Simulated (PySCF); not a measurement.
# Threshold energies of SO in a plasma

CCSD(T) extrapolated to the basis-set limit (PySCF; SO CCSD(T)/CBS(TQ)+CV+SR, SO⁺ CCSD(T)/CBS(TQ)+CV+SR; CV core-valence, SR scalar-relativistic term); no spin–orbit coupling.

```json
{"species": "SO", "state (unpaired electrons)": "triplet (π ↑↑)", "Re (Å)": "1.482", "ωe (cm⁻¹)": "1160", "energy of the minimum from the neutral (eV)": "0.00", "De (eV)": "5.42", "dissociates to": "S + O"}
{"species": "SO⁺", "state (unpaired electrons)": "doublet (π ↑)", "Re (Å)": "1.424", "ωe (cm⁻¹)": "1327", "energy of the minimum from the neutral (eV)": "10.33", "De (eV)": "5.43", "dissociates to": "S⁺ + O"}
```

**Question.** Work out the lowest energy to break SO into atoms, from its vibrational ground state.

**Answer.** D0 = De − ωe/2 = 5.42 − 0.07 = 5.35 eV (composite CCSD(T)).

**Question.** Work out the ionisation energy of the S atom at this level and the threshold of dissociative ionisation.

**Answer.** IE(S) = 10.33 + 5.43 − 5.42 = 10.34 eV, so S⁺ + O + e⁻ appears at D0 + IE(S) = 15.69 eV (composite CCSD(T)). The measured IE(S) is 10.36 eV (NIST ASD).

These are thermodynamic thresholds; the onsets seen under electron impact lie higher where the geometry changes, and cross-sections peak well above them.

For an ion De counts to the pair picked by the measured ionisation energies or electron affinities, which need not be the lowest pair at this level. States were picked by a PBE0 search and need not be the measured ground states.
